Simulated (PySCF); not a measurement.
**Excitation energies in several basis sets**

Species: C₃H₆O.
Cartesian coordinates in Å at the PBE0-D3(BJ)/def2-SVP level; atoms count from 1:
```
atom  x, y, z in Å
C1     1.5692    0.1742    0.0859
C2     0.4176   -0.4970    0.1238
C3    -0.8735   -0.0137   -0.4603
O4    -1.9187   -0.0194    0.4771
H5     1.6408    1.1526   -0.4020
H6     2.4845   -0.2265    0.5298
H7     0.3646   -1.4711    0.6265
H8    -1.1897   -0.6928   -1.2705
H9    -0.7248    0.9834   -0.9229
H10   -1.6454    0.5337    1.2168
```

TDDFT with PBE0 (PySCF), vertical singlets, core orbitals frozen in the response, spherical d and f functions. The structure is a single PBE0-D3(BJ)/def2-SVP conformer in the gas phase; no vibrational or solvent corrections.

| basis | functions | diffuse | S1 (eV) | S2 (eV) | S3 (eV) | S4 (eV) | S5 (eV) | LUMO (eV) | α (au) |
| --- | --- | --- | --- | --- | --- | --- | --- | --- | --- |
| 6-31G* | 68 | no | 6.60 | 7.86 | 8.14 | 8.60 | 8.74 | 0.42 | 34.8 |
| 6-31+G* | 84 | yes | 6.44 | 6.99 | 7.32 | 7.38 | 7.57 | -0.19 | 41.5 |
| def2-SVP | 86 | no | 6.46 | 7.71 | 7.97 | 8.14 | 8.50 | 0.13 | 36.5 |
| def2-SVPD | 131 | yes | 6.50 | 7.26 | 7.46 | 7.72 | 7.88 | -0.17 | 44.4 |
| aug-cc-pVDZ | 146 | yes | 6.36 | 6.62 | 7.02 | 7.13 | 7.17 | -0.27 | 45.6 |
| def2-TZVP | 160 | no | 6.47 | 7.45 | 7.67 | 7.88 | 8.22 | -0.10 | 42.0 |
| def2-TZVPD | 205 | yes | 6.42 | 6.90 | 7.28 | 7.35 | 7.55 | -0.22 | 45.5 |

Problem. How much do these states and the polarisability depend on the basis?

Solution. States are compared by their number. Against the largest diffuse basis here (def2-TZVPD, itself not a converged limit), sets without diffuse functions differ by up to 0.18 eV in S1 and 1.19 eV in S5; the smaller diffuse sets differ by up to 0.08 and 0.38 eV. State by state, the largest deviation of a set without diffuse functions is S1 0.18, S2 0.96, S3 0.86, S4 1.25, S5 1.19 eV. The same number needn't mean the same state in each row. Against def2-TZVPD the polarisability deviates by -23% in 6-31G*, -9% in 6-31+G*, -20% in def2-SVP, -2% in def2-SVPD, 0% in aug-cc-pVDZ, -8% in def2-TZVP. A single + in a Pople set puts diffuse functions on heavy atoms only.
